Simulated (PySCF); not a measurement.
# CCl3F: the cost of one run

Computed with PySCF 2.14.0 and routines of our own; the level stands in each step. Atoms count from 0.

## Step 1: The starting structure

5 atoms, charge 0, multiplicity 1; geometry from: GFN2-xTB.

## Step 2: NMR shieldings: PBE/x2c-SVPall-2c, spin–orbit

The job: settings as JSON, then the geometry in Å.

```
{"job": {"xc": "PBE", "basis": "x2c-SVPall-2c", "rel": "so", "kind": "hnmr"}, "charge": 0, "multiplicity": 1}
F      0.060305    -0.141039     1.396058
C      0.004642    -0.006315     0.066724
Cl    -0.457934     1.660563    -0.312646
Cl     1.602752    -0.370613    -0.603874
Cl    -1.201142    -1.139743    -0.563447
```

Method: PBE/x2c-SVPall-2c GIAO NMR shielding, X2C with spin-orbit coupling, screened-nuclear two-electron part, Gaussian nuclei, gas phase.

Started as:

```
> OMP_NUM_THREADS=1 python heavy_run.py task.json out
```

One launch serves the whole session: the jobs run in the order shown.

Q: Estimate the wall time and peak memory of this first job on 1 thread of Intel Xeon 6975P-C, shared host.

About 8 s, with a peak of 0.52 GiB.
